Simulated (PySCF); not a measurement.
Simulated outer-valence photoelectron spectrum of `C(#C)CC=C`. Computed with EOM-IP-CCSD/aug-cc-pVDZ in PySCF, restricted Hartree–Fock reference, frozen core, non-relativistic, gas phase, PBE0-D3(BJ)/def2-SVP geometry.

Each root has a Gaussian of 0.6 eV full width with its one-hole share as area; cross sections and vibrations are left out, and the highest printed point is 100.

ionisation energy (eV), intensity and a bar:
```
      9.2          0 
      9.4          2 #
      9.6         10 ###
      9.8         33 ##########
     10.0         64 ###################
     10.2         90 ###########################
     10.4        100 ##############################
     10.6         81 ########################
     10.8         42 #############
     11.0         13 ####
     11.2          2 #
     11.4          0 
     11.6          0 
     11.8          0 
     12.0          0 
     12.2          3 #
     12.4         13 ####
     12.6         33 ##########
     12.8         45 ##############
     13.0         34 ##########
     13.2         14 ####
     13.4          9 ###
     13.6         21 ######
     13.8         41 ############
     14.0         43 #############
     14.2         25 #######
     14.4          9 ###
     14.6         11 ###
     14.8         30 #########
     15.0         56 #################
     15.2         71 #####################
     15.4         63 ###################
     15.6         39 ############
     15.8         20 ######
     16.0         25 #######
     16.2         41 ############
     16.4         42 ############
     16.6         23 #######
     16.8          7 ##
     17.0          1 
     17.2          0
```

Task: Where are the maxima, and how many lines lie under the curve?

Result: 5 maxima, at 10.4, 12.8, 13.9, 15.2 and 16.3 eV, from 8 lines. At this width some lines have no maximum of their own.

Task: List the lines with their holes.

Result: 
```tsv
E (eV)	leading hole (HF orbital)	area	Koopmans (eV)
10.05	HOMO	0.96	10.06
10.38	HOMO-1	0.96	10.48
10.57	HOMO-2	0.96	10.67
12.80	HOMO-3	0.95	13.86
13.92	HOMO-4	0.95	15.23
15.06	HOMO-5	0.94	16.49
15.41	HOMO-6	0.94	16.96
16.31	HOMO-7	0.94	17.94
```

The widest gap, 2.23 eV, lies between 10.57 and 12.80 eV. Only orbitals with −ε under 21 eV, eight at most, were ionised, so the high end of the curve may lack lines.

The values belong to the conformer `[CH:1]#[C:2][CH2:3][CH:4]=[CH2:5]`: C2–C3–C4–C5 -123°.
